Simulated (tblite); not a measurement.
Species: C5H7O (doublet state).
Numbering: `[O:1][CH2:2][CH2:3][C:4]1=[CH:5][CH2:6]1` (hydrogens: H7, H8 on C2; H9, H10 on C3; H11 on C5; H12, H13 on C6)

Cartesian coordinates in Å at the GFN2-xTB level; atoms count from 1:
```xyz
13
C5H7O angstrom
O     -1.6366   -0.0895    1.4823
C     -1.6721   -0.3816    0.2190
C     -0.7161    0.5568   -0.6850
C      0.6274    0.1619   -0.3440
C      1.6695   -0.6309   -0.4572
C      1.6816    0.3048    0.7077
H     -2.6654   -0.1384   -0.2204
H     -1.4375   -1.4404   -0.0276
H     -0.9527    0.3707   -1.7323
H     -0.9236    1.5883   -0.4053
H      2.2042   -1.3975   -0.9612
H      1.4980   -0.0870    1.7031
H      2.3188    1.1832    0.7033
```

Computed geometry: GFN2-xTB, gas phase. This method treats the open shell by occupation alone, without spin polarisation.

Take the most abundant isotopes and a rigid rotor. The values belong to one conformer with, in the numbering `[O:1][CH2:2][CH2:3][C:4]1=[CH:5][CH2:6]1`, O1–C2–C3–C4 70°, C2–C3–C4–C5 82°.

Task: What are A, B and C (cm⁻¹)?

Result: Ia = 69.34, Ib = 203.96, Ic = 233.48 u·Å²; 505379 MHz·u·Å²/I gives 7289, 2478 and 2165 MHz, that is A = 0.24313, B = 0.08265, C = 0.07220 cm⁻¹.

Task: Classify the top.

Result: An asymmetric top: κ = (2 × 2478 − 7289 − 2165)/(7289 − 2165) = -0.88.

Task: What does the inertial defect say?

Result: Not planar: Δ = Ic − Ia − Ib = -39.82 u·Å². For a rigid frame Δ = −2 Σ m c², so Σ m c² = 19.91 u·Å² lies off the ab plane: 8.25 from hydrogen and 11.66 from heavier atoms. The atom farthest from that plane is 1.57 Å away.

Task: List the rotational levels J(Ka,Kc) to J = 3 (K).

Result: Above 0(0,0), as E/k:
J = 1: 1(0,1) 0.223, 1(1,1) 0.454, 1(1,0) 0.469
J = 2: 2(0,2) 0.668, 2(1,2) 0.884, 2(1,1) 0.929, 2(2,1) 1.622, 2(2,0) 1.623
J = 3: 3(0,3) 1.333, 3(1,3) 1.530, 3(1,2) 1.620, 3(2,2) 2.290, 3(2,1) 2.294, 3(3,1) 3.483, 3(3,0) 3.483
The levels of one J sum to (2J + 1)J(J + 1)(A + B + C)/3.

For this open shell read J as N, the rotation without spin; fine and hyperfine splittings come on top. Its GFN2-xTB frequencies are all real (lowest 53 cm⁻¹). No vibrational averaging or centrifugal distortion is included, and the geometry carries the error of its method.

The run took 0.25 s of wall time on Arm Neoverse V2, one thread, shared host with 96 logical CPUs at a one-minute load of 49. This is the geometry optimisation.
